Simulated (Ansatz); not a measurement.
**BH₂S₂ radical: basis-set convergence**

Aim: see how fast density functionals and correlated methods converge with the basis set for BH₂S₂ radical.

Computed with Ansatz 0.2.0, Gaussian basis. Level: one geometry, several basis sets.

The runs, in order: PBE0-D4/def2-SVP; ωB97M-V/def2-SVP; PBE0-D4/def2-QZVPP; ωB97M-V/def2-QZVPP; CCSD(T)/cc-pV(D+d)Z; CCSD(T)/cc-pV(T+d)Z; CCSD(T)/cc-pV(Q+d)Z; the functionals' def2-TZVPP values are taken from earlier runs.

### Step 1. The relaxed structure

All runs share one geometry, relaxed beforehand with PBE0-D4 in a triple-zeta def2 set.

SMILES `S[B]S`, 5 atoms, charge 0, spin multiplicity 2.

Atoms are counted from 1 here; the program's logs count them from 0.

Bond lengths: S1–B2 1.749 Å, S1–H4 1.357 Å, B2–S3 1.749 Å, S3–H5 1.356 Å. Angles: B2–S1–H4 100.3°, S1–B2–S3 139.9°, B2–S3–H5 100.3°.

### Step 2. PBE0-D4 in def2-SVP

Input file in.yaml:

```yaml
crystal:
  periodic: [false, false, false]
  atoms:
    - {symbol: S, position_ang: [-1.572084, 0.111365, -0.602338]}
    - {symbol: B, position_ang: [0.019881, 0.835126, -0.562761]}
    - {symbol: S, position_ang: [1.600122, 0.553890, 0.132577]}
    - {symbol: H, position_ang: [-1.363464, -0.977382, 0.179455]}
    - {symbol: H, position_ang: [1.365444, -0.596699, 0.811667]}
basis:
  gaussian: {orbitals: def2-SVP}
magnetization: {spin_polarized: true, initial_magnetization: 1}
hamiltonian: {xc: pbe0, dispersion: d4}
output: {orbitals: {seedname: orbitals}}
```

Started as:

```bash
$ ansatz run in.yaml --threads 2 --pin off --events-out ev --progress --plain --max-ram 32768MiB --backend cpu
```

After this run come: ωB97M-V in def2-SVP; PBE0-D4 in def2-QZVPP; ωB97M-V in def2-QZVPP; CCSD(T) in cc-pV(D+d)Z; CCSD(T) in cc-pV(T+d)Z; CCSD(T) in cc-pV(Q+d)Z.

Q: Predict the results of all the runs planned. Wanted: MP2 correlation recovered, cc-pV(D+d)Z; MP2 correlation recovered, cc-pV(T+d)Z; MP2 correlation recovered, cc-pV(Q+d)Z; CCSD(T) limit from def2 sets; PBE0-D4: double and triple zeta above quadruple; ωB97M-V: double and triple zeta above quadruple.

The runs gave:

| quantity | value |
| --- | --- |
| MP2 correlation recovered, cc-pV(D+d)Z | 68.0 % |
| MP2 correlation recovered, cc-pV(T+d)Z | 87.5 % |
| MP2 correlation recovered, cc-pV(Q+d)Z | 94.8 % |
| CCSD(T) limit from def2 sets (earlier runs) less the limit of this series | -106 meV |
| PBE0-D4: double and triple zeta above quadruple | 8.91, 0.70 eV |
| ωB97M-V: double and triple zeta above quadruple | 8.86, 0.66 eV |

In words: PBE0-D4 gains 8.22 eV from double to triple zeta, then 0.70 eV more. In cc-pV(D+d)Z MP2 holds 68 % of its limit, in cc-pV(Q+d)Z 95 %, while Hartree-Fock is within 0.069 eV in the largest set. A limit from the def2 sets, made apart, differs by 106 meV, a least measure of the doubt on such a limit. Total energies overstate the basis error of differences, where much of it tends to cancel.
